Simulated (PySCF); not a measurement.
Pyrrole, C₄H₅N, SMILES c1cc[nH]c1, point group C2v.

Force field and properties: B3LYP/pcSseg-1 (PySCF, grid level 2). Vibrational terms come from second-order perturbation theory with semi-diagonal cubic constants, by steps of ±0.6 along the normal coordinates of each isotopologue. The parent has the commonest isotopes.

Equilibrium geometry (Å):

```tsv
atom	x	y	z
C1	-0.0183	1.1971	-0.0259
C2	-1.1462	0.3291	0.0089
C3	-0.6718	-0.9631	0.0183
N4	0.7000	-0.9032	-0.0096
C5	1.1093	0.4075	-0.0367
H6	-0.0323	2.2790	-0.0413
H7	-2.1884	0.6198	0.0252
H8	-1.1904	-1.9111	0.0423
H9	1.3150	-1.7024	-0.0102
H10	2.1586	0.6659	-0.0611
```

Q: How much do zero-point and thermal motion change the parent's shieldings?

A: 
```json
{"atom": "C1", "σe (ppm)": "65.32", "anharmonic part, 0 K": "-1.43", "harmonic part, 0 K": "-3.19", "Δσ at 0 K": "-4.62", "Δσ at 200 K": "-4.70", "Δσ at 500 K": "-5.59"}
{"atom": "C3", "σe (ppm)": "58.56", "anharmonic part, 0 K": "-1.72", "harmonic part, 0 K": "-3.57", "Δσ at 0 K": "-5.29", "Δσ at 200 K": "-5.40", "Δσ at 500 K": "-6.52"}
{"atom": "N4", "σe (ppm)": "88.28", "anharmonic part, 0 K": "-1.38", "harmonic part, 0 K": "-6.17", "Δσ at 0 K": "-7.55", "Δσ at 200 K": "-7.58", "Δσ at 500 K": "-8.15"}
{"atom": "H6", "σe (ppm)": "25.21", "anharmonic part, 0 K": "-0.11", "harmonic part, 0 K": "-0.31", "Δσ at 0 K": "-0.42", "Δσ at 200 K": "-0.42", "Δσ at 500 K": "-0.46"}
{"atom": "H8", "σe (ppm)": "24.90", "anharmonic part, 0 K": "-0.11", "harmonic part, 0 K": "-0.33", "Δσ at 0 K": "-0.44", "Δσ at 200 K": "-0.44", "Δσ at 500 K": "-0.48"}
{"atom": "H9", "σe (ppm)": "24.14", "anharmonic part, 0 K": "0.02", "harmonic part, 0 K": "-0.43", "Δσ at 0 K": "-0.40", "Δσ at 200 K": "-0.40", "Δσ at 500 K": "-0.38"}
```

Q: And the bond lengths, in the parent and with ²H at 6?

A: 
```tsv
bond	re (Å)	⟨r⟩ at 0 K	between mean positions	⟨r⟩, labelled
C1–C2	1.4236	1.4318	1.4300	1.4316
C2–C3	1.3766	1.3834	1.3814	1.3834
C3–N4	1.3734	1.3827	1.3808	1.3827
C1–H6	1.0821	1.1022	1.0850	1.0969
C3–H8	1.0809	1.1010	1.0831	1.1011
N4–H9	1.0085	1.0287	1.0054	1.0286
```

Q: What are the dipole moments?

A: 1.945 D at equilibrium; averaged at 0 K: parent 1.882 D; ²H at 6 1.874 D. Measured: 1.84 D (NIST CCCBDB Release 22 (SRD 101), experimental dipoles).

The study (163 SCF points, 110 basis functions) took 19 min on 1 thread of Intel Xeon Platinum 8488C (shared host) (rough), peak memory 0.59 GiB, launched as `OMP_NUM_THREADS=1 python ens_run.py task.json out`.
